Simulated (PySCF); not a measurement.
Isomers of C4H4FN, one GFN2-xTB conformer each. Single-point energies are computed at PBE0/pcSseg-1 (PySCF, gas phase, no added dispersion term), electronic only.

```
          SMILES  GFN2-xTB relative energy (kcal/mol)
      N#CC/C=C/F                                 38.6
     Fc1ccc[nH]1                                  0.0
F/C=C\[C@H]1C=N1                                 67.5
```

Conformers: `[N:1]#[C:2][CH2:3]/[CH:4]=[CH:5]/[F:6]` with C2–C3–C4–C5 -118°; `[F:1]/[CH:2]=[CH:3]\[C@H:4]1[CH:5]=[N:6]1` with C2–C3–C4–C5 152°.

Problem. What does PBE0/pcSseg-1 give for the same structures?

Solution. 
```
          SMILES  PBE0/pcSseg-1 E (Eh)  PBE0/pcSseg-1 (kcal/mol)  GFN2-xTB (kcal/mol)  point group
     Fc1ccc[nH]1            -309.03216                       0.0                  0.0           Cs
      N#CC/C=C/F            -308.99844                      21.2                 38.6           C1
F/C=C\[C@H]1C=N1            -308.94023                      57.7                 67.5           C1
```

Both levels put the same isomer lowest; measured from each level's own lowest isomer, the values differ by up to 17.4 kcal/mol (N#CC/C=C/F: 38.6 against 21.2). As drawn, the lowest has an aromatic ring and an N–H bond, which the highest lacks; the highest has a three-membered ring, a C=N bond and a C=C bond outside aromatic rings, which the lowest lacks.

Problem. Which frontier levels, dipoles and rotational constants go with these structures?

Solution. 
```
          SMILES  HOMO (eV, PBE0/pcSseg-1)  LUMO (eV)  dipole (D)      A, B, C (MHz)
     Fc1ccc[nH]1                     -6.16       1.15        1.92   9051, 3583, 2567
      N#CC/C=C/F                     -8.11      -0.31        3.63  13401, 1512, 1428
F/C=C\[C@H]1C=N1                     -6.89      -0.88        2.46  12723, 1963, 1855
```
